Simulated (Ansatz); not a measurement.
## Nudged elastic band run: CH5SSi, charge +1

The input (input.yaml):

```yaml
crystal:
  periodic: [false, false, false]
  atoms:
    - { symbol: Si, position_ang: [-0.837542, 0.957393, -0.949972] }
    - { symbol: C, position_ang: [0.125975, 0.287684, 0.323978] }
    - { symbol: S, position_ang: [0.55501, -1.388532, 0.315286] }
    - { symbol: H, position_ang: [-1.305118, 0.101438, -2.062023] }
    - { symbol: H, position_ang: [-1.180977, 2.392095, -0.904636] }
    - { symbol: H, position_ang: [0.48934, 0.891861, 1.161689] }
    - { symbol: H, position_ang: [1.90151, -1.407055, 0.545344] }
    - { symbol: H, position_ang: [0.251801, -1.834884, 1.570334] }
total_charge: 1
basis:
  gaussian: { orbitals: def2-SVP }
hamiltonian:
  xc: pbe0
  dispersion: d4
neb:
  order_check: false
  images: 7
  f_tol: 0.05
  max_iterations: 60
  initial_path: idpp
  optimiser: fire
  climbing: true
  final_atoms:
    - { symbol: Si, position_ang: [-0.74501979, 0.85422135, -0.8482949] }
    - { symbol: C, position_ang: [0.21270989, 0.45112039, 0.53460843] }
    - { symbol: S, position_ang: [0.92024636, -1.05953312, 1.02065164] }
    - { symbol: H, position_ang: [-1.09452388, -0.17054177, -1.8577917] }
    - { symbol: H, position_ang: [-1.21283136, 2.24511145, -1.01111735] }
    - { symbol: H, position_ang: [0.46245681, 1.22384101, 1.27025135] }
    - { symbol: H, position_ang: [1.54084719, -1.56071035, -0.08635438] }
    - { symbol: H, position_ang: [-0.08388622, -1.98350897, 0.9780469] }
```

Launched with:

```bash
$ ansatz run input.yaml --threads 1 --pin off --max-ram 2048MiB --backend cpu --events-out ev --progress --plain --runs-dir out
```

Output, in part (warnings, iteration lines, the closing report on the highest movable image, with atoms numbered from 0):

```
NEB end point (image 0): max|allowed force component| = 1.416e-2 eV/Å (the criterion of neb.relax_end_points is 1.000e-2)
NEB end point (image 8): max|allowed force component| = 1.107e-2 eV/Å (the criterion of neb.relax_end_points is 1.000e-2)
NEB iter   1: max|band force component| = 1.301e0 eV/Å  barrier→ = 1.1231 eV  barrier← = 0.9753 eV  Δτ_max = 0.0272 Å  (218 SCF iters)
NEB iter   2: max|band force component| = 1.056e0 eV/Å  barrier→ = 1.0715 eV  barrier← = 0.9238 eV  Δτ_max = 0.0326 Å  (193 SCF iters)
NEB iter   3: max|band force component| = 9.641e-1 eV/Å  barrier→ = 1.0390 eV  barrier← = 0.8912 eV  Δτ_max = 0.0461 Å  (193 SCF iters)
NEB iter   4: max|band force component| = 6.470e-1 eV/Å  barrier→ = 1.0172 eV  barrier← = 0.8694 eV  Δτ_max = 0.0024 Å  (194 SCF iters)
NEB iter   5: max|band force component| = 5.924e-1 eV/Å  barrier→ = 1.0146 eV  barrier← = 0.8669 eV  Δτ_max = 0.0047 Å  (155 SCF iters)
NEB iter   6: max|band force component| = 4.873e-1 eV/Å  barrier→ = 1.0105 eV  barrier← = 0.8628 eV  CI = image 4  Δτ_max = 0.0065 Å  (156 SCF iters)
NEB iter   7: max|band force component| = 4.015e-1 eV/Å  barrier→ = 1.0077 eV  barrier← = 0.8600 eV  CI = image 4  Δτ_max = 0.0077 Å  (158 SCF iters)
NEB iter   8: max|band force component| = 3.605e-1 eV/Å  barrier→ = 1.0071 eV  barrier← = 0.8594 eV  CI = image 4  Δτ_max = 0.0081 Å  (160 SCF iters)
NEB iter   9: max|band force component| = 3.009e-1 eV/Å  barrier→ = 1.0086 eV  barrier← = 0.8608 eV  CI = image 4  Δτ_max = 0.0082 Å  (159 SCF iters)
NEB iter  10: max|band force component| = 3.381e-1 eV/Å  barrier→ = 1.0109 eV  barrier← = 0.8632 eV  CI = image 4  Δτ_max = 0.0102 Å  (164 SCF iters)
NEB iter  11: max|band force component| = 3.075e-1 eV/Å  barrier→ = 1.0128 eV  barrier← = 0.8651 eV  CI = image 4  Δτ_max = 0.0113 Å  (160 SCF iters)
NEB iter  12: max|band force component| = 2.591e-1 eV/Å  barrier→ = 1.0122 eV  barrier← = 0.8645 eV  CI = image 4  Δτ_max = 0.0111 Å  (161 SCF iters)
NEB iter  13: max|band force component| = 2.167e-1 eV/Å  barrier→ = 1.0084 eV  barrier← = 0.8607 eV  CI = image 4  Δτ_max = 0.0016 Å  (175 SCF iters)
NEB iter  14: max|band force component| = 2.005e-1 eV/Å  barrier→ = 1.0079 eV  barrier← = 0.8601 eV  CI = image 4  Δτ_max = 0.0031 Å  (143 SCF iters)
NEB iter  15: max|band force component| = 1.694e-1 eV/Å  barrier→ = 1.0071 eV  barrier← = 0.8594 eV  CI = image 4  Δτ_max = 0.0044 Å  (155 SCF iters)
NEB iter  16: max|band force component| = 1.250e-1 eV/Å  barrier→ = 1.0068 eV  barrier← = 0.8590 eV  CI = image 4  Δτ_max = 0.0054 Å  (154 SCF iters)
NEB iter  17: max|band force component| = 9.003e-2 eV/Å  barrier→ = 1.0068 eV  barrier← = 0.8591 eV  CI = image 4  Δτ_max = 0.0058 Å  (154 SCF iters)
NEB iter  18: max|band force component| = 1.179e-1 eV/Å  barrier→ = 1.0070 eV  barrier← = 0.8592 eV  CI = image 4  Δτ_max = 0.0008 Å  (155 SCF iters)
NEB iter  19: max|band force component| = 1.079e-1 eV/Å  barrier→ = 1.0068 eV  barrier← = 0.8590 eV  CI = image 4  Δτ_max = 0.0015 Å  (133 SCF iters)
NEB iter  20: max|band force component| = 8.950e-2 eV/Å  barrier→ = 1.0065 eV  barrier← = 0.8587 eV  CI = image 4  Δτ_max = 0.0021 Å  (134 SCF iters)
NEB iter  21: max|band force component| = 7.167e-2 eV/Å  barrier→ = 1.0063 eV  barrier← = 0.8585 eV  CI = image 4  Δτ_max = 0.0026 Å  (144 SCF iters)
NEB iter  22: max|band force component| = 6.773e-2 eV/Å  barrier→ = 1.0062 eV  barrier← = 0.8585 eV  CI = image 4  Δτ_max = 0.0005 Å  (144 SCF iters)
NEB iter  23: max|band force component| = 6.442e-2 eV/Å  barrier→ = 1.0061 eV  barrier← = 0.8584 eV  CI = image 4  Δτ_max = 0.0010 Å  (125 SCF iters)
NEB iter  24: max|band force component| = 5.818e-2 eV/Å  barrier→ = 1.0061 eV  barrier← = 0.8583 eV  CI = image 4  Δτ_max = 0.0014 Å  (128 SCF iters)
NEB iter  25: max|band force component| = 5.665e-2 eV/Å  barrier→ = 1.0060 eV  barrier← = 0.8583 eV  CI = image 4  Δτ_max = 0.0018 Å  (130 SCF iters)
NEB iter  26: max|band force component| = 5.567e-2 eV/Å  barrier→ = 1.0060 eV  barrier← = 0.8582 eV  CI = image 4  Δτ_max = 0.0020 Å  (129 SCF iters)
NEB iter  27: max|band force component| = 5.351e-2 eV/Å  barrier→ = 1.0059 eV  barrier← = 0.8581 eV  CI = image 4  Δτ_max = 0.0022 Å  (131 SCF iters)
NEB iter  28: max|band force component| = 4.981e-2 eV/Å  barrier→ = 1.0058 eV  barrier← = 0.8581 eV  CI = image 4  Δτ_max = 0.0209 Å  (132 SCF iters)
NEB iter  29: max|band force component| = 1.873e-1 eV/Å  barrier→ = 1.0049 eV  barrier← = 0.8572 eV  CI = image 4  Δτ_max = 0.0284 Å  (28 SCF iters)
NEB iter  30: max|band force component| = 4.602e-2 eV/Å  barrier→ = 1.0048 eV  barrier← = 0.8571 eV  CI = image 4  Δτ_max = 0.0000 Å  (357 SCF iters)
Total energy: -19805.97238003 eV, -727.8560599959 hartree
Atom 0 at    -0.815310     0.890544    -0.947071 Å, force     0.010033     0.000946    -0.005106 eV/Å
Atom 1 at     0.145417     0.493216     0.444863 Å, force     0.002474     0.008089     0.005683 eV/Å
Atom 2 at     0.725575    -1.095705     0.719133 Å, force     0.002720    -0.001837     0.005646 eV/Å
Atom 3 at    -1.151993    -0.153755    -1.938347 Å, force    -0.004037    -0.006359     0.000236 eV/Å
Atom 4 at    -1.284705     2.279204    -1.131876 Å, force    -0.004354     0.000819     0.000372 eV/Å
Atom 5 at     0.434697     1.215255     1.214838 Å, force    -0.001476    -0.004109     0.001583 eV/Å
Atom 6 at     1.894759    -1.576228     0.249494 Å, force    -0.003600     0.000911    -0.004026 eV/Å
Atom 7 at     0.051558    -2.052531     1.388966 Å, force    -0.001760     0.001541    -0.004388 eV/Å
Dipole moment:     0.023862    -0.310021    -0.090586 e Å
```

It converged. The band force fell under the threshold earlier too, but the program's further tests of the path sent the band on. Another band between the same ends (7 images) ends at a top of the same energy, where a vibrational analysis finds 1 clearly imaginary mode. Limits of this set-up: the dipole of an ion depends on the origin.

Final band (atoms are numbered from 1 in the order of the input):

```csv
image,path coordinate (Å),energy (eV),height of S3 over the plane of its neighbours (Å)
0,0.00,0.00,0.67
1,0.27,0.02,0.64
2,0.54,0.17,0.52
3,0.82,0.63,0.28
4,1.09,1.00,-0.02
5,1.31,0.73,-0.27
6,1.54,0.31,-0.50
7,1.77,0.16,-0.63
8,2.00,0.15,-0.65
```

Run time: 7 min on 1 thread of Arm Neoverse V2, on a shared host, peak memory 0.16 GiB.
